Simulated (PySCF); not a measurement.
Spin-rotation constants: `C=COC1CC1`, C₅H₈O

Molfile (atoms numbered from 1):
```
C5H8O
     RDKit          3D

 14 14  0  0  0  0  0  0  0  0999 V2000
    1.6587   -2.2278    0.7876 C   0  0  0  0  0  0  0  0  0  0  0  0
    1.3708   -1.0097    0.3594 C   0  0  0  0  0  0  0  0  0  0  0  0
    0.2090   -0.3865    0.6810 O   0  0  0  0  0  0  0  0  0  0  0  0
    0.0068    0.8848    0.1412 C   0  0  0  0  0  0  0  0  0  0  0  0
   -1.2733    1.5660    0.4983 C   0  0  0  0  0  0  0  0  0  0  0  0
   -1.0538    1.0730   -0.9049 C   0  0  0  0  0  0  0  0  0  0  0  0
    2.5895   -2.6950    0.5315 H   0  0  0  0  0  0  0  0  0  0  0  0
    0.9700   -2.7784    1.4015 H   0  0  0  0  0  0  0  0  0  0  0  0
    2.0562   -0.4409   -0.2623 H   0  0  0  0  0  0  0  0  0  0  0  0
    0.9139    1.4801    0.0688 H   0  0  0  0  0  0  0  0  0  0  0  0
   -1.9604    1.0122    1.1176 H   0  0  0  0  0  0  0  0  0  0  0  0
   -1.2557    2.6272    0.6899 H   0  0  0  0  0  0  0  0  0  0  0  0
   -1.6004    0.1972   -1.2170 H   0  0  0  0  0  0  0  0  0  0  0  0
   -0.8814    1.7935   -1.6895 H   0  0  0  0  0  0  0  0  0  0  0  0
  1  2  2  0
  2  3  1  0
  3  4  1  0
  4  5  1  0
  5  6  1  0
  6  4  1  0
  1  7  1  0
  1  8  1  0
  2  9  1  0
  4 10  1  0
  5 11  1  0
  5 12  1  0
  6 13  1  0
  6 14  1  0
M  END
```

The calculation used PySCF 2.14.0, GIAO B3LYP/pcSseg-1 magnetisability, rotational g tensor and spin-rotation constants, non-relativistic, gas phase. Geometry: GFN2-xTB, dihedral held. The dihedral C5–C4–O3–C2 is held at 180°.

Question: Give the nuclear spin-rotation constants along the inertial axes (H = +C I·J) beside the isotropic shieldings.

Answer: Rotational constants 13.5883, 1.8523, 1.7871 GHz. A star marks the isotopologue with that one atom substituted, in its own axes.
| atom | isotope | Caa (kHz) | Cbb (kHz) | Ccc (kHz) | mean (kHz) | σ (ppm) |
| --- | --- | --- | --- | --- | --- | --- |
| H7 | 1H | 0.294 | -0.140 | -0.168 | -0.005 | 27.7 |
| H8 | 1H | -1.395 | -0.046 | -0.023 | -0.488 | 27.3 |
| H9 | 1H | -1.286 | -0.028 | -0.003 | -0.439 | 25.4 |
| H10 | 1H | -1.318 | -0.194 | 0.060 | -0.484 | 28.5 |
| H11 | 1H | -1.482 | -0.088 | -0.098 | -0.556 | 31.0 |
| H12 | 1H | -0.670 | -0.189 | -0.115 | -0.325 | 31.3 |
| H13 | 1H | -1.456 | -0.204 | 0.006 | -0.551 | 31.2 |
| H14 | 1H | -1.075 | -0.082 | -0.171 | -0.443 | 31.5 |
| C1 | 13C* | 4.069 | 0.460 | 0.425 | 1.652 | 88.5 |
| C2 | 13C* | 4.803 | 0.699 | 0.650 | 2.051 | 21.1 |
| O3 | 17O* | -2.881 | -0.283 | -0.248 | -1.137 | 192.5 |
| C4 | 13C* | 2.537 | 0.424 | 0.383 | 1.114 | 123.2 |
| C5 | 13C* | 1.674 | 0.312 | 0.176 | 0.721 | 175.8 |

For the geometry as given, no vibrational averaging.
